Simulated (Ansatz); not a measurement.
Results of Hartree–Fock (PAW; Ansatz, a first-principles code) for bcc Cs.

Run with plane-wave cutoff 460 eV, 8×8×8 k mesh, Fermi–Dirac smearing 0.05 eV, scalar-relativistic PAW data made under PBE.

Computed points:

```csv
V (Å³/atom),E − E_lowest (meV/atom)
159.156,1.92
163.344,0.53
167.533,0.00
171.721,0.22
175.909,1.10
```

Estimate the bulk modulus and its pressure derivative from these points.

V0 = 168.342 Å³/atom, B0 = 1.13 GPa, B′ = 3.9 (fit to the energies at full precision).

Measured, for comparison: bulk modulus 2.11 GPa (corrected for temperature and zero-point phonon effects, our sources range from 2.11 to 2.35; as tabulated in Levämäki et al. (2014), arXiv:1402.3671); equilibrium volume per atom 110.12 Å³/atom (low-temperature or extrapolated to 0 K; zero-point anharmonic expansion removed; as tabulated in Csonka et al. (2009), arXiv:0903.4037). Computed (rounded) less measured: bulk modulus -46 % (-46 % to -52 % over the range), equilibrium volume per atom +52.9 %.

Note: the cell is over a tenth larger than the published one: the level's own overestimate first of all, though another phase or state, or a fault of the published cell, is possible.

Spin–orbit coupling is not included.

Computed values are for the static lattice.
